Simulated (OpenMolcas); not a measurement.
# A workflow on [CF3]+ (SMILES F[C+](F)F)

We compute a single-point energy (HF/ANO-R0), then a single-point energy (CASSCF(2,2)/ANO-R1), then the energy along one coordinate (CASPT2(2,2)/ANO-R1), then an energy scan (SC-NEVPT2(2,2)/ANO-R1), then the energy along one coordinate (MC-PDFT[tPBE](2,2)/ANO-R1) of [CF3]+. 

Program for the calculation: OpenMolcas 26.06.

**1. The structure to begin with**

The species is [CF3]+ (4 atoms), meant as a singlet with charge +1. SMILES: `F[C+](F)F`. The shape is that of a PBE0-D4/def2-TZVP optimisation.

Bond lengths: F1–C2 1.230 Å, C2–F3 1.230 Å, C2–F4 1.230 Å. Angles: F1–C2–F3 120.0°, F1–C2–F4 120.0°, F3–C2–F4 120.0°.

**2. The energy at HF/ANO-R0 (sfX2C) (run 1)**

input.xyz

```xyz
4

F      0.698600    -0.114600     1.005400
C      0.000000     0.000000     0.000000
F     -0.609500    -0.973400    -0.439400
F     -0.089000     1.088000    -0.566000
```

step1.input

```
&gateway
 coord=input.xyz
 basis=ANO-R0
 group=NoSym

&seward

&scf
 charge=1
 prorbitals=0

&localisation
 occupied
 freeze
 pipek-mezey

&localisation
 fileorb=$Project.LocOrb
 virtual
 pipek-mezey
```

Started as:

```console
$ export MOLCAS_MEM=1860
$ pymolcas step1.input > step1.log
```

Output, cut to the lines that bear on the results:

```text
--- Start Module: gateway ---
[...]
--- Stop Module: gateway /rc=_RC_ALL_IS_WELL_ ---
[...]
      Basis functions           20
[...]
       Convergence after  12 Iterations
[...]
::    Total SCF energy                               -335.7277934775
[...]
      Total spin, S                                     0.0000000000
[...]
      Total electronic charge=   32.000000
      Total            charge=    1.000000
[...]
      Dipole Moment (debye):
      Origin of the operator (angstrom)=    0.0000   -0.0000    0.0000
                   X= -1.3484E-04               Y=  2.0394E-06               Z= -1.5355E-05           Total=  1.3573E-04
      Center of Charge (angstrom)
[...]
--- Start Module: localisation ---
[...]
--- Stop Module: localisation /rc=_RC_ALL_IS_WELL_ ---
--- Start Module: localisation ---
[...]
--- Stop Module: localisation /rc=_RC_ALL_IS_WELL_ ---
[...]
```

It took 2.4 s on 1 thread of Intel Xeon Platinum 8375C at 2.90GHz (Ice Lake), shared host; peak memory 0.38 GiB.

**3. A single-point energy at CASSCF(2,2)/ANO-R1 (sfX2C) (run 2)**

input.xyz is that of step 2.

step2.input

```
>>> EXPORT MOLCAS_PRINT=2

&GATEWAY
  COORD=input.xyz
  BASIS=ANO-R0
  GROUP=NoSym

&SEWARD

&RASSCF
  FILEORB=$CurrDir/step1.LocOrb
  ALTER=2
  1 8 16
  1 17 19
  SPIN=1
  NACTEL=2 0 0
  INACTIVE=15
  RAS2=2
  ORBLISTING=Nothing
>>> COPY $Project.RunFile RUNFIL1
>>> COPY $Project.RasOrb INPORB

&GATEWAY
  COORD=input.xyz
  BASIS=ANO-R1
  GROUP=NoSym

&SEWARD
>>> COPY $Project.RunFile RUNFIL2

&EXPBAS

&RASSCF
  FILEORB=$Project.ExpOrb
  SPIN=1
  NACTEL=2 0 0
  INACTIVE=15
  RAS2=2
  ORBLISTING=Nothing
  ORBAPPEAR=Compact
```

Started as:

```console
$ export MOLCAS_MEM=1860
$ pymolcas step2.input > step2.log
```

Output, cut to the lines that bear on the results:

```text
--- Start Module: gateway ---
[...]
      Basis functions           20
[...]
      Number of active orbitals                  2
[...]
      Spin quantum number                      0.0
[...]
      Active orbitals                            2
[...]
      Number of CSFs                             3
[...]
      Number of root(s) required                 1
[...]
      Convergence after  9 iterations
[...]
      printout of CI-coefficients larger than  0.05 for root  1
      energy=    -335.744260
      conf/sym  11     Coeff  Weight
             1  20   0.99608 0.99218
             3  02  -0.08845 0.00782
      Natural orbitals and occupation numbers for root  1
      sym 1:   1.984353   0.015647
      ************************************************************************************************************************
      *                                                    Final results                                                     *
[...]
::    RASSCF root number  1 Total energy:   -335.74426043
[...]
      Basis functions           56
[...]
      Convergence after 13 iterations
[...]
::    RASSCF root number  1 Total energy:   -336.23456253
[...]
      Total electronic charge=   32.000000
      Total            charge=    1.000000
[...]
```

Wall time 6.9 s (1 thread of Intel Xeon Platinum 8375C at 2.90GHz (Ice Lake), shared host); peak memory 0.4 GiB.

**4. An energy scan at CASPT2(2,2)/ANO-R1 (sfX2C, ipea shift 0.25 Eh, pt2 variant SS) (run 3)**

step3.input

```
* CF3 CASPT2
>>> COPY $CurrDir/step2.RasOrb $Project.RasOrb
>>> ForEach K in (1, 2, 3, 4, 5, 6, 7, 8, 9)

&GATEWAY
  COORD=$CurrDir/point$K.xyz
  BASIS=ANO-R1
  GROUP=NoSym

&SEWARD

&RASSCF
  FILEORB=$Project.RasOrb
  SPIN=1
  NACTEL=2 0 0
  INACTIVE=15
  RAS2=2
  ORBLISTING=Nothing
  ORBAPPEAR=Compact

&CASPT2
  IMAGINARY=0.2
  FROZEN=4
>>> EndDo
```

Started as:

```console
$ export MOLCAS_MEM=1860
$ pymolcas step3.input > step3.log
```

Output:

```text
--- Start Module: gateway ---

                                              &GATEWAY

                       available to each process: 1.9 GB of memory, 1 thread

++    Symmetry information:
      ---------------------

                    Character Table for C1

                             E
                    a        1  x, y, xy, Rz, z, xz, Ry, yz, Rx, I
--

++    Basis set information:
      ----------------------

      Basis set label: F.ANO-R...3S2P1D.

      Electronic valence basis set:
      ------------------
      Associated Effective Charge   9.000000 au
      Associated Actual Charge      9.000000 au
      Nuclear Model: Finite nucleus - Gaussian distribution
        Gaussian exponent, Xi/bohr**(-2):  5.35469E+08

      Shell  nPrim  nBasis  Cartesian Spherical Contaminant
         s      13       3        X
         p       8       2        X
         d       4       1                 X

      Basis set label: C.ANO-R...3S2P1D.

      Electronic valence basis set:
      ------------------
      Associated Effective Charge   6.000000 au
      Associated Actual Charge      6.000000 au
      Nuclear Model: Finite nucleus - Gaussian distribution
        Gaussian exponent, Xi/bohr**(-2):  6.80775E+08

      Shell  nPrim  nBasis  Cartesian Spherical Contaminant
         s      12       3        X
         p       7       2        X
         d       3       1                 X

      Basis set label: F.ANO-R...3S2P1D.

      Electronic valence basis set:
      ------------------
      Associated Effective Charge   9.000000 au
      Associated Actual Charge      9.000000 au
      Nuclear Model: Finite nucleus - Gaussian distribution
        Gaussian exponent, Xi/bohr**(-2):  5.35469E+08

      Shell  nPrim  nBasis  Cartesian Spherical Contaminant
         s      13       3        X
         p       8       2        X
         d       4       1                 X
--

++    Molecular structure info:
      -------------------------

                    ************************************************
                    **** Cartesian Coordinates / bohr, angstrom ****
                    ************************************************

     Center  Label                x              y              z                     x              y              z
        1      F1               1.188498      -0.194965       1.710444              0.628926      -0.103171       0.905128
        2      C2               0.000000       0.000000       0.000000              0.000000       0.000000       0.000000
        3      F3              -1.151788      -1.839459      -0.830346             -0.609500      -0.973400      -0.439400
        4      F4              -0.168186       2.056022      -1.069585             -0.089000       1.088000      -0.566000

                    ***************************************
                    *    InterNuclear Distances / bohr    *
                    ***************************************

               1 F1            2 C2            3 F3            4 F4
    1 F1       0.000000
    2 C2       2.091927        0.000000
    3 F3       3.825822        2.323726        0.000000
    4 F4       3.825715        2.323688        4.024858        0.000000

                    *******************************************
                    *    InterNuclear Distances / angstrom    *
                    *******************************************

               1 F1            2 C2            3 F3            4 F4
    1 F1       0.000000
    2 C2       1.107000        0.000000
    3 F3       2.024538        1.229663        0.000000
    4 F4       2.024481        1.229643        2.129863        0.000000

                    **************************************
                    *    Valence Bond Angles / degree    *
                    **************************************
                          Atom centers                 Phi
                      1 F1       2 C2       3 F3       120.00
                      1 F1       2 C2       4 F4       120.00
                      3 F3       2 C2       4 F4       120.00
--

            Nuclear Potential Energy            134.76035762 au

--- Stop Module: gateway /rc=_RC_ALL_IS_WELL_ ---

--- Start Module: seward ---

                                              &SEWARD

                       available to each process: 1.9 GB of memory, 1 thread

               SEWARD will generate:
                  Multipole Moment integrals up to order  2
                  Kinetic Energy integrals
                  Nuclear Attraction integrals (finite nuclei - Gaussian type)
                  One-Electron Hamiltonian integrals
                  Velocity integrals
                  Relativistic X2C integrals
                  Orbital angular momentum around ( -0.0362   0.0059  -0.0522 )
                  Velocity quadrupole around ( -0.0362   0.0059  -0.0522 )
                  Atomic mean-field integrals
                  Two-Electron Repulsion integrals

                   Integrals are discarded if absolute value <: 1.00E-14
                   Integral cutoff threshold is set to       <: 1.00E-16

            Nuclear Potential Energy            134.76035762 au

      Basis set specifications :
      Symmetry species         a
      Basis functions           56

--- Stop Module: seward /rc=_RC_ALL_IS_WELL_ ---
--- Module seward spent 2 seconds ---

--- Start Module: rasscf ---

                                              &RASSCF

                       available to each process: 1.9 GB of memory, 1 thread

      Header of the ONEINT file:
      --------------------------

      OrdInt status: non-squared

[... 88 lines left out ...]
      Convergence after 11 iterations
[... 12 lines left out ...]
      conf/sym  11     Coeff  Weight
[... 14 lines left out ...]
      RASSCF energy for state  1                   -336.21032517
[... 42 lines left out ...]
      Dipole Moment (debye):
[... 107 lines left out ...]
      Imaginary shift                            0.20
[... 51 lines left out ...]
      Total energy:            -336.8776485113
[... 260 lines left out ...]
                                         RASSCF iterations: Energy and convergence statistics
[... 21 lines left out ...]
      energy=    -336.234559
[... 11 lines left out ...]
++    Final optimization conditions:
[... 17 lines left out ...]
      Von Neumann Entropy (Root   1) =  0.06556
[... 94 lines left out ...]
 ###    WARNING: User changed nr of frozen orbitals.                         ###
[... 89 lines left out ...]
      Reference energy:        -336.2345586058
[... 195 lines left out ...]
      Nuclear repulsion energy =  126.03664985
[... 89 lines left out ...]
      printout of CI-coefficients larger than  0.05 for root  1
[... 9 lines left out ...]
      *                                                    Final results                                                     *
[... 19 lines left out ...]
::    RASSCF root number  1 Total energy:   -336.21932443
[... 83 lines left out ...]
      Spin density orbitals for root   1 are written to the SPDORB.1 file
[... 98 lines left out ...]
  FINAL CASPT2 RESULT:
[... 30 lines left out ...]
::    CASPT2 Root  1     Total energy:   -336.88858384
[... 253 lines left out ...]
      Note: transformation to natural orbitals
[... 8 lines left out ...]
      Natural orbitals and occupation numbers for root  1
[... 20 lines left out ...]
      Final state energy(ies):
[... 85 lines left out ...]
      Natural orbitals for root   1 are written to the RASORB.1 file
[... 72 lines left out ...]
 Compute H0 matrices for state    1
[... 33 lines left out ...]
      Reference weight:           0.86964
[... 266 lines left out ...]
      Convergence after 13 iterations
[... 12 lines left out ...]
      conf/sym  11     Coeff  Weight
[... 14 lines left out ...]
      RASSCF energy for state  1                   -336.11975884
[... 42 lines left out ...]
      Dipole Moment (debye):
[... 108 lines left out ...]
      Imaginary shift                            0.20
[... 49 lines left out ...]
      Total energy:            -336.7656929961
[... 258 lines left out ...]
                                         RASSCF iterations: Energy and convergence statistics
[... 21 lines left out ...]
      energy=    -336.076412
[... 11 lines left out ...]
++    Final optimization conditions:
[... 17 lines left out ...]
      Von Neumann Entropy (Root   1) =  0.69522
[... 95 lines left out ...]
 ###    WARNING: User changed nr of frozen orbitals.                         ###
[... 86 lines left out ...]
      Reference energy:        -336.0764124464
[... 193 lines left out ...]
      Nuclear repulsion energy =  104.57601163
[... 89 lines left out ...]
      printout of CI-coefficients larger than  0.05 for root  1
[... 9 lines left out ...]
      *                                                    Final results                                                     *
[... 19 lines left out ...]
::    RASSCF root number  1 Total energy:   -336.05407170
[... 84 lines left out ...]
      Spin density orbitals for root   1 are written to the SPDORB.1 file
[... 96 lines left out ...]
  FINAL CASPT2 RESULT:
[... 30 lines left out ...]
::    CASPT2 Root  1     Total energy:   -336.68145299
[... 251 lines left out ...]
      Note: transformation to natural orbitals
[... 8 lines left out ...]
      Natural orbitals and occupation numbers for root  1
[... 20 lines left out ...]
      Final state energy(ies):
[... 86 lines left out ...]
      Natural orbitals for root   1 are written to the RASORB.1 file
[... 72 lines left out ...]
 Compute H0 matrices for state    1
[... 32 lines left out ...]
      Reference weight:           0.87525
[... 266 lines left out ...]
      Convergence after  8 iterations
[... 12 lines left out ...]
      conf/sym  11     Coeff  Weight
[... 14 lines left out ...]
      RASSCF energy for state  1                   -336.04642115
[... 42 lines left out ...]
      Dipole Moment (debye):
[... 24 lines left out ...]
                   F1       C2       F3       F4
      Nuclear      9.0000   6.0000   9.0000   9.0000
      Electronic  -8.9996  -5.0533  -8.9735  -8.9735

      Total        0.0004   0.9467   0.0265   0.0265
--

      Natural Bond Order analysis for root number:  1

++    Natural Bond Order analysis
      ---------------------------
      Based on LoProp computed density
      -------------------------------------------------------------------------------------
      Atom A       Atom B       Bond Order
      -------------------------------------------------------------------------------------
      NBO located      1.000 non-bonded electrons on atom F1
      NBO located      1.019 non-bonded electrons on atom F1
      NBO located      1.002 non-bonded electrons on atom F1
      NBO located      0.995 non-bonded electrons on atom C2
      NBO located      1.000 non-bonded electrons on atom F3
      NBO located      0.978 non-bonded electrons on atom F3
      NBO located      1.000 non-bonded electrons on atom F4
      NBO located      0.946 non-bonded electrons on atom F4
      The remaining    8.990 electrons are to be considered as diffuse
--

--

      Average orbitals are written to the RASORB file
      Natural orbitals for root   1 are written to the RASORB.1 file
      Spin density orbitals for root   1 are written to the SPDORB.1 file

--- Stop Module: rasscf /rc=_RC_ALL_IS_WELL_ ---
--- Module rasscf spent 1 second ---

--- Start Module: caspt2 ---

                                              &CASPT2

                       available to each process: 1.9 GB of memory, 1 thread

 ###############################################################################
 ###    WARNING: User changed nr of frozen orbitals.                         ###
 ###############################################################################

++    Wave function specifications:
      -----------------------------

      Number of closed shell electrons          22
      Number of electrons in active shells       2
      Max number of holes in RAS1 space          0
      Max number of electrons in RAS3 space      0
      Number of inactive orbitals               11
      Number of active orbitals                  2
      Number of secondary orbitals              39
      Spin quantum number                      0.0
      State symmetry                             1
      Number of CSFs                             3
      Number of CASSCF root(s) available         1
      CASPT2 state passed to geometry opt.       1
      A file JOBMIX will be created
      This is a CASSCF or RASSCF reference function
--

++    Orbital specifications:
      -----------------------

      Symmetry species                           1
                                                 a
      Frozen orbitals                            4
      Inactive orbitals                         11
      Active orbitals                            2
      Secondary orbitals                        39
      Deleted orbitals                           0
      Number of basis functions                 56
--

++    CASPT2 specifications:
      ----------------------

      Type of calculation                        SS-CASPT2
      Fock operator                              state-specific
      IPEA shift                                 0.25
      Real shift                                 0.00
      Imaginary shift                            0.20
      The input orbitals will be transformed to quasi-canonical
--

--------------------------------------------------------------------------------
 Estimated memory requirements:
  POLY3 :                   250070
  RHS:                      306888
  SIGMA :                   352960
  PRPCTL:                        0
 Available workspace:    232488862

++ CASPT2 computation for group   1

********************************************************************************
 Multi-State initialization phase begins for group   1
--------------------------------------------------------------------------------
********************************************************************************
 Compute H0 matrices for state    1
--------------------------------------------------------------------------------
--------------------------------------------------------------------------------
 H0 matrices have been computed.

********************************************************************************
  CASPT2 EQUATION SOLUTION
--------------------------------------------------------------------------------

  Total nr of CASPT2 parameters:
   Before reduction:      142301
   After  reduction:      137797

 Variance of |WF0>:       3.2538554788

 The contributions to the second order correlation energy in atomic units.
-----------------------------------------------------------------------------------------------------------------------------
  IT.      VJTU        VJTI        ATVX        AIVX        VJAI        BVAT        BJAT        BJAI        TOTAL       RNORM
-----------------------------------------------------------------------------------------------------------------------------
   1    -0.000000   -0.000011   -0.000000   -0.012769   -0.037464   -0.000011   -0.065923   -0.504315   -0.620493    0.001576
   2    -0.000000   -0.000011   -0.000000   -0.012821   -0.037485   -0.000011   -0.065971   -0.504330   -0.620629    0.000168
   3    -0.000000   -0.000011   -0.000000   -0.012823   -0.037485   -0.000011   -0.065971   -0.504329   -0.620629    0.000018
   4    -0.000000   -0.000011   -0.000000   -0.012822   -0.037485   -0.000011   -0.065970   -0.504328   -0.620628    0.000001
-----------------------------------------------------------------------------------------------------------------------------

  FINAL CASPT2 RESULT:

      Reference energy:        -336.0464211485
      E2 (Non-variational):      -0.6206276681
      Shift correction:          -0.0015990161
      E2 (Variational):          -0.6222266843
      Total energy:            -336.6686478328
      Residual norm:              0.0000000981
      Reference weight:           0.87574

      Contributions to the CASPT2 correlation energy
      Active & Virtual Only:         -0.0000106213
      One Inactive Excited:          -0.0787926676
      Two Inactive Excited:          -0.5418243792

++ Denominators, etc.
--------------------------------------------------------------------------------------------------------------
 Report on small energy denominators, large coefficients, and large energy contributions.
CASE  SYMM ACTIVE-MIX  NON-ACTIVE INDICES          DENOMINATOR     RHS VALUE       COEFFICIENT     CONTRIBUTION
AIVX     1  Mu1.0003  In1.007 Se1.046               4.80053837      0.19297328     -0.03998291     -0.00771563
VJAIP    1  Mu1.0002  Se1.048 In1.014 In1.007       5.10811242     -0.13873188      0.02700754     -0.00374681
VJAIP    1  Mu1.0002  Se1.047 In1.015 In1.007       5.10797451     -0.13867257      0.02699672     -0.00374370
[... 16 lines of this table left out ...]
BJAIM    1  Se1.049 In1.014 Se1.049 In1.015         7.54365558      0.27012451     -0.03578302     -0.00966587
--

   (Skipping property calculation,
    use PROP keyword to activate)
--

  Total CASPT2 energies:
::    CASPT2 Root  1     Total energy:   -336.66864783

  A NEW JOBIPH FILE NAMED 'JOBMIX' IS PREPARED.
********************************************************************************
--- Stop Module: caspt2 /rc=_RC_ALL_IS_WELL_ ---

>>> END FOREACH

.##################.
.# Happy landing! #.
.##################.

    Timing: Wall=41.47 User=36.01 System=5.36
```

Wall time 42 s (1 thread of Intel Xeon Platinum 8375C at 2.90GHz (Ice Lake), shared host); peak memory 0.4 GiB.

The scan, from its lowest point:

| C2–F1 (Å) | energy (kJ/mol) |
| --- | --- |
| 1.107 | 71.9 |
| 1.230 | 0.0 |
| 1.353 | 43.2 |
| 1.537 | 182.8 |
| 1.783 | 365.8 |
| 2.090 | 510.4 |
| 2.459 | 587.0 |
| 2.951 | 614.6 |
| 3.689 | 620.6 |

[end of part 1 of 3]
